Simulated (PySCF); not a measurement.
Homolysis of single bonds, series Al CH3-H. Gas-phase values, no solvent. Strings in code marks are SMILES.

All values below come from B3LYP-D3(BJ)/def2-TZVP // PBE0-D4/def2-TZVP run with PySCF. B3LYP has the VWN-RPA correlation part, as in Gaussian. 

| species | dipole moment (D) |
|---|---|
| radical fragment (`[CH3]`) | 0.00 |
| radical fragment (`[CH3][Al][CH3]`) | 0.32 |
| whole molecule (`[CH3][AlH][CH3]`) | 0.65 |
| radical fragment (`[CH3][AlH]`) | 0.66 |
| whole molecule (`[CH3][AlH2]`) | 0.73 |
| whole molecule (`[AlH3]`) | (withheld) |

Complete the blanks.


- whole molecule (`[AlH3]`), dipole moment (D): 0.00
